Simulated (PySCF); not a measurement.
# C5H7F: the cost of one run

The runs use PySCF 2.14.0, with density-fitted response routines of our own; the level of theory stands in each step. All values are computed, except where a source is named. Atoms count from 0, in the outputs and in this text.

**1. The molecule as given**

13 atoms, charge 0, multiplicity 1; geometry from: GFN2-xTB. The atoms were then displaced at random by about 0.01 Å, so the start is not that level's minimum.

Bonds of the start (Å): F0–C1 1.31, C1–C2 1.30, C2–C3 1.52, C3–C4 1.58, C4–C5 1.54, C5–C1 1.49, C2–H6 1.09, C3–H7 1.08, C3–H8 1.09, C4–H9 1.07, C4–H10 1.11, C5–H11 1.08, C5–H12 1.11.

**2. Geometry optimisation at PBE0-D3(BJ)/def2-SVP**

Job settings and geometry (Å):

```
{"job": {"xc": "PBE0", "basis": "def2-SVP", "d3": "d3bj", "grid": 1, "shake": 0.01, "kind": "geom"}, "charge": 0, "multiplicity": 1}
F     -1.405400     2.189030    -0.242030
C     -0.624840     1.141410    -0.126230
C      0.656840     1.171970     0.116020
C      1.262390    -0.216790     0.157840
C     -0.026400    -1.126720     0.151390
C     -1.189560    -0.222750    -0.306060
H      1.295420     2.046110     0.263680
H      1.867160    -0.393650    -0.724320
H      1.849770    -0.380410     1.060530
H      0.099580    -1.992850    -0.468980
H     -0.225460    -1.478150     1.182980
H     -1.431480    -0.392490    -1.348040
H     -2.122200    -0.361610     0.272880
```

Launch:

```console
$ OMP_NUM_THREADS=1 python probes_run.py task.json out
```

This one command runs all jobs of the session in turn.

**Question.** How long does this first job take on 1 thread of Arm Neoverse V1, shared host, and how much memory does it need?

About 21 s, with a peak of 0.5 GiB.
